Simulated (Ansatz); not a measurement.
A calculation with Ansatz (development build ahead of 0.2.0).

```yaml
crystal:
  periodic: [false, false, false]
  atoms:
    - { symbol: B, position_ang: [-0.17601, -0.21263, 0.1046] }
    - { symbol: H, position_ang: [-0.46903, -0.72049, -0.92418] }
    - { symbol: H, position_ang: [0.8373, 0.84423, -0.41735] }
    - { symbol: H, position_ang: [-0.13296, 0.03419, 1.2619] }
basis:
  gaussian: { orbitals: def2-SVP }
total_charge: 1
magnetization:
  spin_polarized: true
  initial_magnetization: 1
hamiltonian:
  xc: hf
output:
  forces: true
```

The input is written out in the form of the current development build from the run's settings.

The run gave:

* Converged: yes
* Total energy: -25.95706 hartree
* Spin squared of the determinant: 0.760
* Stability test: minimum

Forces (eV/Å):
| atom | Fx | Fy | Fz |
| --- | --- | --- | --- |
| B1 | 0.000 | -0.001 | 0.000 |
| H2 | -0.001 | 0.000 | 0.000 |
| H3 | 0.000 | 0.000 | 0.000 |
| H4 | 0.000 | 0.000 | 0.000 |

Caution: the charge can sit on one fragment and break the point group.
